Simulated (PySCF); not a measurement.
SiNH6Cl, singlet: at the start structure of a reaction step.

run.py

```python
import json, numpy as np
from pyscf import gto, scf, dft, mp, cc
EV, BOHR = 27.211386245988, 0.529177210903
mol = gto.M(atom="""
Si -0.374251 -0.414070 -1.014060
N -0.010336 -0.396171 0.699659
H -1.337205 0.683872 -1.260469
H 0.903200 -0.186188 -1.728355
H -0.969232 -1.696130 -1.480809
H 0.680651 1.164677 1.086406
Cl 1.203634 2.360860 1.362141
H 0.696884 -1.049799 1.010642
H -0.805011 -0.461090 1.322997
""", basis="def2-tzvpp", charge=0, spin=0, max_memory=8670, verbose=0)
def mean_field(mol, dm=None):
    mf = dft.RKS(mol, xc="wb97m-v").density_fit()
    mf.conv_tol = 1e-9; mf.grids.level = 4
    mf.kernel(dm0=dm)
    if not mf.converged: mf = mf.newton().run(mf.mo_coeff, mf.mo_occ)
    assert mf.converged
    return mf
def d4(mol):
    return 0.0, np.zeros((9, 3))
def energy_and_gradient(mol, dm=None):
    mf = mean_field(mol, dm); e, g = d4(mol)
    return mf, (mf.e_tot + e) * EV, (mf.nuc_grad_method().kernel()[:9] + g) * EV / BOHR
out = {}
mf = mean_field(mol); e = d4(mol)[0]
out.update(energy=(mf.e_tot + e) * EV, converged=True, dispersion=e * EV)
out['s2'] = mf.spin_square()[0]; out['nelec'] = mol.nelec
print(f"Total energy {out['energy']:.6f} eV, <S^2> {out['s2']:.4f}")
json.dump(out, open("out.json", "w"), default=float)
```

Command:

```bash
OMP_NUM_THREADS=4 python run.py
```

It printed (PySCF 2.14):

```
Total energy -21988.017814 eV, <S^2> 0.0000
```

Hardware: 4 CPU threads of an Arm Neoverse V1, shared host. Wall time 2.7 min; peak host memory 1.1 GiB.
